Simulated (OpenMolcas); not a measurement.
# AlH3 (SMILES [AlH3]), step by step

Aim: the energy (UHF/pcseg-0), then a single-point energy (CASSCF(2,2)/pcseg-0), then a single-point energy (CASPT2(2,2)/pcseg-0), then a single-point energy (SC-NEVPT2(2,2)/pcseg-0), then a single-point energy (MRCI(2,2)/pcseg-0) of AlH3. 

The calculation is run with OpenMolcas 26.06.

**1. The molecule**

AlH3 has 4 atoms, charge 0, and is taken as a singlet. As SMILES, `[AlH3]`. The Al1–H3 distance was set to 3.171 Å, away from the relaxed value. At this shape a bond of the SMILES string is far longer than usual.

Bond lengths: Al1–H2 1.586 Å, Al1–H4 1.586 Å. Angles: H2–Al1–H4 120.0°.

**2. The energy at UHF/pcseg-0 (run 1)**

File step1.inp:

```
* AlH3 Hartree-Fock

&gateway
  baslib
  $CurrDir
  coord
  4
  angstrom
  Al       1.368185       0.802391      -0.115299
  H        1.987685       1.488091       1.173401
  H       -1.340800      -0.832000       0.105100
  H        2.103885       0.932891      -1.514099
  basis
  pcseg-0
  group
  NoSym

&seward

&scf
  uhf
  scramble
  0.25
  prorbitals
  1 1
```

The basis set pcseg-0 is read from a file made from the Basis Set Exchange's data (not shown).

Started as:

```sh
$ export MOLCAS_MEM=1860
$ pymolcas step1.inp > step1.log
```

Output:

```text
--- Start Module: gateway ---
[...]
--- Stop Module: gateway /rc=_RC_ALL_IS_WELL_ ---
--- Start Module: seward ---
[...]
      Basis functions           19
--- Stop Module: seward /rc=_RC_ALL_IS_WELL_ ---
--- Start Module: scf ---
[...]
       Convergence after  20 Iterations
[...]
::    Total SCF energy                               -243.2045793917
[...]
      Total spin, S                                     0.5565732677
[...]
      Total electronic charge=   16.000000
      Total            charge=   -0.000000
[...]
      Dipole Moment (debye):
      Origin of the operator (angstrom)=    1.3227    0.7749   -0.1116
                   X= -3.4241E-01               Y= -2.0546E-01               Z=  2.7834E-02           Total=  4.0029E-01
      Quadrupole Moment (debye*angstrom):
[...]
--- Stop Module: scf /rc=_RC_ALL_IS_WELL_ ---
[...]
```

Run time: 1.6 s. Hardware: 1 thread of AMD EPYC 9R45 (Zen 5), shared host; peak memory 0.37 GiB.

**3. The energy at CASSCF(2,2)/pcseg-0 (run 2)**

File step2.input:

```
&GATEWAY
 BasLib
 $CurrDir
 Coord
 4
 angstrom
 Al       1.368185       0.802391      -0.115299
 H        1.987685       1.488091       1.173401
 H       -1.340800      -0.832000       0.105100
 H        2.103885       0.932891      -1.514099
 Basis
 pcseg-0
 Group
 NoSym

&SEWARD

&RASSCF
 FileOrb
 $CurrDir/step1.UnaOrb
 Spin
 1
 Nactel
 2 0 0
 Inactive
 7
 Ras2
 2
 OrbListing
 Nothing
```

The basis set pcseg-0 is read from a file made from the Basis Set Exchange's data (not shown).

Started as:

```sh
$ export MOLCAS_MEM=1860
$ pymolcas step2.input > step2.log
```

Output:

```text
--- Start Module: gateway ---
[...]
--- Stop Module: gateway /rc=_RC_ALL_IS_WELL_ ---
--- Start Module: seward ---
[...]
      Basis functions           19
--- Stop Module: seward /rc=_RC_ALL_IS_WELL_ ---
--- Start Module: rasscf ---
[...]
      Number of active orbitals                  2
[...]
      Spin quantum number                      0.0
[...]
      Active orbitals                            2
[...]
      Number of CSFs                             3
[...]
      Number of root(s) required                 1
[...]
      Convergence after  9 iterations
[...]
      printout of CI-coefficients larger than  0.05 for root  1
      energy=    -243.217311
      conf/sym  11     Coeff  Weight
             1  20  -0.90212 0.81381
             3  02   0.43149 0.18619
      Natural orbitals and occupation numbers for root  1
      sym 1:   1.627628   0.372372
      ************************************************************************************************************************
      *                                                    Final results                                                     *
[...]
::    RASSCF root number  1 Total energy:   -243.21731078
[...]
      Total electronic charge=   16.000000
      Total            charge=   -0.000000
[...]
      Dipole Moment (debye):
      Origin of the operator (angstrom)=    1.3227    0.7749   -0.1116
                   X=  2.3615E-01               Y=  1.4398E-01               Z= -1.9306E-02           Total=  2.7726E-01
      Quadrupole Moment (debye*angstrom):
[...]
--- Stop Module: rasscf /rc=_RC_ALL_IS_WELL_ ---
[...]
```

Run time: 1.5 s. Hardware: 1 thread of AMD EPYC 9R45 (Zen 5), shared host; peak memory 0.37 GiB.

**4. A single-point energy at CASPT2(2,2)/pcseg-0 (run 3)**

File step3.input:

```
&GATEWAY
 BasLib=$CurrDir
 Coord
 4
 angstrom
 Al       1.368185       0.802391      -0.115299
 H        1.987685       1.488091       1.173401
 H       -1.340800      -0.832000       0.105100
 H        2.103885       0.932891      -1.514099
 Basis=pcseg-0
 Group=NoSym

&SEWARD

&RASSCF
 FileOrb=$CurrDir/step2.RasOrb
 Spin=1
 Nactel=2 0 0
 Inactive=7
 Ras2=2
 OrbListing=Nothing

&CASPT2
 Imaginary=0.1
 Frozen=5
```

The basis set pcseg-0 is read from a file made from the Basis Set Exchange's data (not shown).

Started as:

```sh
$ export MOLCAS_MEM=1860
$ pymolcas step3.input > step3.log
```

Output:

```text
--- Start Module: gateway ---
[...]
--- Stop Module: gateway /rc=_RC_ALL_IS_WELL_ ---
[...]
      Basis functions           19
[...]
--- Start Module: rasscf ---
[...]
      Number of active orbitals                  2
[...]
      Spin quantum number                      0.0
[...]
      Active orbitals                            2
[...]
      Number of CSFs                             3
[...]
      Number of root(s) required                 1
[...]
      Convergence after  4 iterations
[...]
      printout of CI-coefficients larger than  0.05 for root  1
      energy=    -243.217311
      conf/sym  11     Coeff  Weight
             1  20  -0.90212 0.81381
             3  02   0.43149 0.18619
      Natural orbitals and occupation numbers for root  1
      sym 1:   1.627629   0.372371
      ************************************************************************************************************************
      *                                                    Final results                                                     *
[...]
::    RASSCF root number  1 Total energy:   -243.21731078
[...]
      Total electronic charge=   16.000000
      Total            charge=   -0.000000
[...]
      Dipole Moment (debye):
      Origin of the operator (angstrom)=    1.3227    0.7749   -0.1116
                   X=  2.3616E-01               Y=  1.4401E-01               Z= -1.9311E-02           Total=  2.7728E-01
      Quadrupole Moment (debye*angstrom):
[...]
--- Stop Module: rasscf /rc=_RC_ALL_IS_WELL_ ---
--- Start Module: caspt2 ---
[...]
 ###    WARNING: User changed nr of frozen orbitals.                         ###
 ###############################################################################
[...]
      E2 (Variational):          -0.0315449305
      Total energy:            -243.2488557123
[...]
      Reference weight:           0.98272
[...]
::    CASPT2 Root  1     Total energy:   -243.24885571
[...]
--- Stop Module: caspt2 /rc=_RC_ALL_IS_WELL_ ---
[...]
```

Wall time 1.4 s (1 thread of AMD EPYC 9R45 (Zen 5), shared host); peak memory 0.37 GiB.

**5. A single-point energy at SC-NEVPT2(2,2)/pcseg-0 (run 4)**

File step4.input:

```
* AlH3 NEVPT2

&GATEWAY
  BasLib=$CurrDir
  Coord
  4
  angstrom
  Al       1.368185       0.802391      -0.115299
  H        1.987685       1.488091       1.173401
  H       -1.340800      -0.832000       0.105100
  H        2.103885       0.932891      -1.514099
  Basis=pcseg-0
  Group=NoSym

&SEWARD

&RASSCF
  FileOrb=$CurrDir/step2.RasOrb
  Spin=1
  Nactel=2 0 0
  Inactive=7
  Ras2=2
  OrbListing=Nothing

&CASPT2
  SC-NEVPT2
  Frozen=5
```

The basis set pcseg-0 is read from a file made from the Basis Set Exchange's data (not shown).

Started as:

```sh
$ export MOLCAS_MEM=1860
$ pymolcas step4.input > step4.log
```

Output:

```text
--- Start Module: gateway ---
[...]
--- Stop Module: gateway /rc=_RC_ALL_IS_WELL_ ---
[...]
      Basis functions           19
[...]
--- Start Module: rasscf ---
[...]
      Number of active orbitals                  2
[...]
      Spin quantum number                      0.0
[...]
      Active orbitals                            2
[...]
      Number of CSFs                             3
[...]
      Number of root(s) required                 1
[...]
      Convergence after  4 iterations
[...]
      printout of CI-coefficients larger than  0.05 for root  1
      energy=    -243.217311
      conf/sym  11     Coeff  Weight
             1  20  -0.90212 0.81381
             3  02   0.43149 0.18619
      Natural orbitals and occupation numbers for root  1
      sym 1:   1.627629   0.372371
      ************************************************************************************************************************
      *                                                    Final results                                                     *
[...]
::    RASSCF root number  1 Total energy:   -243.21731078
[...]
      Total electronic charge=   16.000000
      Total            charge=   -0.000000
[...]
      Dipole Moment (debye):
      Origin of the operator (angstrom)=    1.3227    0.7749   -0.1116
                   X=  2.3616E-01               Y=  1.4401E-01               Z= -1.9311E-02           Total=  2.7728E-01
      Quadrupole Moment (debye*angstrom):
[...]
--- Stop Module: rasscf /rc=_RC_ALL_IS_WELL_ ---
--- Start Module: caspt2 ---
[...]
 ###    WARNING: User changed nr of frozen orbitals.                         ###
 ###############################################################################
[...]
      E2 (Variational):          -0.0310277382
[...]
      E2 (Variational):          -0.0310263621
      Total energy:            -243.2483371439
[...]
      Reference weight:           0.98337
[...]
::    SC-NEVPT2 Root  1     Total energy:   -243.24833714
[...]
--- Stop Module: caspt2 /rc=_RC_ALL_IS_WELL_ ---
[...]
```

Run time: 1.5 s. Hardware: 1 thread of AMD EPYC 9R45 (Zen 5), shared host; peak memory 0.37 GiB.

**6. A single-point energy at MRCI(2,2)/pcseg-0 (run 5)**

File step5.input:

```
* AlH3 MRCI
>>> EXPORT MOLCAS_PRINT=2

&GATEWAY
  BasLib=$CurrDir
  Coord
  4
  angstrom
  Al       1.368185       0.802391      -0.115299
  H        1.987685       1.488091       1.173401
  H       -1.340800      -0.832000       0.105100
  H        2.103885       0.932891      -1.514099
  Basis=pcseg-0
  Group=NoSym

&SEWARD

&RASSCF
  FileOrb=$CurrDir/step2.RasOrb
  Spin=1
  Nactel=2 0 0
  Inactive=7
  Ras2=2
  OrbListing=Nothing

&MOTRA
  LumOrb
  Frozen=5

&GUGA
  Electrons=6
  Spin=1
  Inactive=2
  Active=2
  CIAll=1

&MRCI
  SDCI
```

The basis set pcseg-0 is read from a file made from the Basis Set Exchange's data (not shown).

Started as:

```sh
$ export MOLCAS_MEM=1860
$ pymolcas step5.input > step5.log
```

Output:

```text
--- Start Module: gateway ---
[...]
--- Stop Module: gateway /rc=_RC_ALL_IS_WELL_ ---
[...]
      Basis functions           19
[...]
      Number of active orbitals                  2
[...]
      Spin quantum number                      0.0
[...]
      Active orbitals                            2
[...]
      Number of CSFs                             3
[...]
      Number of root(s) required                 1
[...]
      Convergence after  4 iterations
[...]
      printout of CI-coefficients larger than  0.05 for root  1
      energy=    -243.217311
      conf/sym  11     Coeff  Weight
             1  20  -0.90212 0.81381
             3  02   0.43149 0.18619
      Natural orbitals and occupation numbers for root  1
      sym 1:   1.627629   0.372371
      ************************************************************************************************************************
      *                                                    Final results                                                     *
[...]
::    RASSCF root number  1 Total energy:   -243.21731078
[...]
      Dipole Moment (debye):
      Origin of the operator (angstrom)=    1.3227    0.7749   -0.1116
                   X=  2.3616E-01               Y=  1.4401E-01               Z= -1.9311E-02           Total=  2.7728E-01
      Quadrupole Moment (debye*angstrom):
[...]
      *** WARNING: Default frozen orbitals is overwritten by user input.
      *** Default values:   2
[...]
--- Start Module: guga ---
[...]
--- Stop Module: guga /rc=_RC_ALL_IS_WELL_ ---
--- Start Module: mrci ---
[...]
       (But an ACPF correction will be computed)
       USE THE DEFAULT ACPF G-VALUE GFAC=  0.33333333333333331
[...]
                      CI ENERGY:  -243.26157308
[...]
                ACPF CORRECTION:    -0.00112663
[...]
      Total electronic charge=   16.000000
      Total            charge=    0.000000
[...]
     ACPF CORRECTION:     -0.00112663
[...]
  CI State   1     Total energy:   -243.26157308     QDav:     -0.00171173     QACPF:     -0.00112663
[...]
--- Stop Module: mrci /rc=_RC_ALL_IS_WELL_ ---
[...]
```

It took 1.5 s on 1 thread of AMD EPYC 9R45 (Zen 5), shared host; peak memory 0.37 GiB.

**7. Results**

```
                                                     quantity          value
                             run 1, UHF/pcseg-0: total energy  -243.20458 Eh
                            run 1, UHF/pcseg-0: dipole moment         0.40 D
                              run 1, UHF/pcseg-0: HOMO energy       -8.09 eV
                              run 1, UHF/pcseg-0: LUMO energy        0.44 eV
                            run 1, UHF/pcseg-0: HOMO–LUMO gap        8.54 eV
                                     run 1, UHF/pcseg-0: ⟨S²⟩          0.866
                     run 2, CASSCF(2,2)/pcseg-0: total energy  -243.21731 Eh
   run 2, CASSCF(2,2)/pcseg-0: dipole moment (CASSCF density)         0.28 D
                     run 3, CASPT2(2,2)/pcseg-0: total energy  -243.24886 Eh
   run 3, CASPT2(2,2)/pcseg-0: dipole moment (CASSCF density)         0.28 D
                  run 4, SC-NEVPT2(2,2)/pcseg-0: total energy  -243.24834 Eh
run 4, SC-NEVPT2(2,2)/pcseg-0: dipole moment (CASSCF density)         0.28 D
                       run 5, MRCI(2,2)/pcseg-0: total energy  -243.26157 Eh
     run 5, MRCI(2,2)/pcseg-0: dipole moment (CASSCF density)         0.28 D
```

⟨S²⟩ (run 1, UHF/pcseg-0) is 0.87 where a pure singlet has 0.00: the reference is spin-contaminated. Mulliken charges (run 2, CASSCF(2,2)/pcseg-0) run from -0.33 on H2 to +0.72 on Al1; they depend strongly on the basis. Mulliken charges (run 3, CASPT2(2,2)/pcseg-0) of the CASSCF density run from -0.33 on H2 to +0.72 on Al1. Mulliken charges (run 4, SC-NEVPT2(2,2)/pcseg-0) of the CASSCF density run from -0.33 on H2 to +0.72 on Al1.
